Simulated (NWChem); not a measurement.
**Exact exchange and the dipole moment of H2CO (formaldehyde)**

H2CO: 4 atoms, total charge 0, spin state singlet. As SMILES, `C=O`. The shape is that of a PBE0-D4/def2-TZVP optimisation.

The dipole moment y, in D, basis def2-TZVPP; a is the functional's share of exact exchange. Programs: NWChem 7.3.0.

| functional | program | a | y (D) |
| --- | --- | --- | --- |
| BLYP | NWChem | 0 | 2.15 |
| TPSS | NWChem | 0 | 2.18 |
| B3LYP | NWChem | 0.2 | ? |
| PBE0 | NWChem | 0.25 | 2.31 |
| BHLYP | NWChem | 0.5 | 2.51 |

Fit y = c + s·a to the known rows and predict B3LYP.


1. Means of the 4 rows: a = 0.1875, y = 2.288.
2. Σ(Δa)² = 0.17188, Σ(Δa·Δy) = 0.11687, so the slope is 0.11687/0.17188 = 0.67995.
3. Intercept: 2.288 − (0.67995) × 0.1875 = 2.161. The largest residual of the fit is 0.021.
4. B3LYP: 2.161 + (0.67995) × 0.2 = 2.30 D.

The run gave 2.31 D, so the prediction is off by -0.01 D, within the scatter of the fit. More exact exchange makes the molecule more polar here. The measured value is 2.33 D (NIST CCCBDB).
